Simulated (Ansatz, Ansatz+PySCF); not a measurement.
```xyz
3

H     0.0073    0.3899    0.3687
O     0.0065    0.6276    1.2927
O    -0.0076   -0.4578    1.9211
```

Basis set: cc-pVTZ (spherical functions). Correlated methods keep 2 orbitals frozen. Correlation on ROHF uses semicanonical orbitals with singles. Charge 0, multiplicity 2.

Computed with Ansatz (development build ahead of 0.2.0); each method stands on the lowest determinant of its kind that the runs found.

**Question.** Give the atomization energy at this shape (free ground-state atoms in the same class of orbitals less the molecule, no zero-point energy) of doublet HO₂ by UHF-CCSD(T), ROHF-MP2.

**Answer.**

```csv
method,atomization energy
UHF-CCSD(T),7.04 eV
ROHF-MP2,7.27 eV
```

Caution: the shape is not the minimum.
